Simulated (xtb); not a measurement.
NO2, SMILES N([O])=O (connectivity only; charge and spin as stated), charge -1, multiplicity 1. All values are semi-empirical tight-binding results from xtb (GFN2-xTB unless named), good for trends rather than for accurate numbers. Coordinates come from a GFN2-xTB optimisation. The multiplicity is an assumed one; other spin states were not compared. The isomer is the one that the SMILES or the coordinates give; other isomers of the formula were not compared.

Optimised geometry:

Bonds (Å): O1–N2 1.272, N2–O3 1.272. Bond angles (°): O1–N2–O3 117.3.
Charge -1, spin multiplicity 1.

Computed properties:
```yaml
point_group_as_xtb_finds_it: C2v
orbital_gap: 1.81 eV
zero_point_energy: 4.9 kcal/mol
G − E(el) at 298.15 K (modified RRHO): -9.6 kcal/mol
static polarisability (D4 model): 20.0 bohr³
solvation energy, GFN2-xTB/ALPB(water): -71.6 kcal/mol
solvation energy, GFN2-xTB/ALPB(dmso): -66.7 kcal/mol
```

Computed IR lines (harmonic; lines under 4 % of the strongest left out, lines within 3 cm⁻¹ merged):
ν (cm⁻¹): 1357 (vs) (against the strongest line: vs over 80 %, s over 45 %, m over 15 %, w over 4 %, vw less)

Computed atomic charges and the Wiberg bond orders between heavy atoms:
charges (e) O1 -0.54, N2 0.08, O3 -0.54. Bond orders O1–N2 1.50, O1–O3 0.33, N2–O3 1.50.
